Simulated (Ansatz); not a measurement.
# BH3 (triplet): the correlation ladder at scale of all distances = 1.769, cc-pVDZ

How much of the correlation energy of BH3 (triplet) does each wave-function method recover here?

Computed with Ansatz 0.2.0, Gaussian basis. Level: cc-pVDZ, core rule «outside noble gas», up to 1 orbitals frozen.

Plan: UHF; CCSD(T) on ROHF; CCSD(T) on UHF; BCCD(T) on ROHF; CISD; CCSDT(Q) on ROHF; CCSDT(Q) on UHF; CASSCF and MRCISD+Q, 4 electrons in 4 orbitals; CASSCF and NEVPT2, 4 electrons in 4 orbitals; CASSCF and MRCISD+Q, 6 electrons in 7 orbitals; CASSCF and NEVPT2, 6 electrons in 7 orbitals; Full CI.

8 further runs of the same task are left out: 5 that didn't finish, 3 set aside as unsound or not needed.

**1. What is computed**

The geometry derives from a PBE0/def2-TZVP stationary point (not a proven minimum). All distances are scaled together.

4 atoms, charge 0, spin multiplicity 3.

Atoms are counted from 1 here; the program's logs count them from 0.

No contacts short enough for the rule that draws bonds.

**2. UHF**

Contents of in.yaml:

```yaml
crystal:
  periodic: [false, false, false]
  atoms:
    - {symbol: B, position_ang: [-0.203235, 0.000015, 0.157532]}
    - {symbol: H, position_ang: [0.550908, 0.953646, -1.754649]}
    - {symbol: H, position_ang: [1.078192, -0.000085, 1.819632]}
    - {symbol: H, position_ang: [0.550761, -0.953727, -1.754650]}
basis:
  gaussian: {orbitals: cc-pVDZ}
magnetization: {spin_polarized: true, initial_magnetization: 2}
hamiltonian: {xc: hf}
output: {orbitals: {seedname: orbitals}}
```

Command:

```
ansatz run in.yaml --threads 1 --pin off --events-out ev --progress --plain --max-ram 2393MiB
```

The runs that follow: CCSD(T) on ROHF; CCSD(T) on UHF; BCCD(T) on ROHF; CISD; CCSDT(Q) on ROHF; CCSDT(Q) on UHF; CASSCF and MRCISD+Q, 4 electrons in 4 orbitals; CASSCF and NEVPT2, 4 electrons in 4 orbitals; CASSCF and MRCISD+Q, 6 electrons in 7 orbitals; CASSCF and NEVPT2, 6 electrons in 7 orbitals; Full CI.

Q: Predict the results of all the runs planned. Wanted: FCI below the RHF energy; RMP2 from FCI; UMP2 from FCI; RCCSD from FCI; RCCSD(T) from FCI; UCCSD(T) from FCI; RCCSDT(Q) from FCI; UCCSDT(Q) from FCI; NEVPT2 pair from FCI.

**Answer**, as computed:

| quantity | value |
| --- | --- |
| FCI below the RHF energy | -3.8516 eV |
| RMP2 from FCI | +38.48 kcal/mol |
| UMP2 from FCI | +37.69 kcal/mol |
| RCCSD from FCI | +8.51 kcal/mol |
| RCCSD(T) from FCI | +2.91 kcal/mol |
| UCCSD(T) from FCI | +2.74 kcal/mol |
| RCCSDT(Q) from FCI | +0.07 kcal/mol |
| UCCSDT(Q) from FCI | -0.19 kcal/mol |
| NEVPT2 pair from FCI | +30.96 kcal/mol |
| MRCISD+Q pair from FCI | +5.90 kcal/mol |
| NEVPT2 valence from FCI | +6.88 kcal/mol |
| levels within 1 kcal/mol (43 meV) | RCCSDT, UCCSDT, RCCSDT(Q), UCCSDT(Q), MRCISD+Q valence |
| T1 diagnostic | 0.093 |
| effectively unpaired electrons | 2.40 |

RCCSD(T) lands +2.91 kcal/mol from the yardstick (3.3 % of the correlation energy). UCCSDT(Q) falls below full CI: unrestricted runs freeze a spin-polarised core, another one than full CI's, and coupled cluster isn't variational. The occupations show some static correlation. Of the multireference levels listed MRCISD+Q valence comes nearest in total energy (+0.33 kcal/mol), which doesn't show that its space is the better one. Coupled cluster took another determinant than the lowest Hartree-Fock one. These misses are within one basis, not against nature; the frozen cores of restricted and unrestricted runs differ, which can shift their rows.
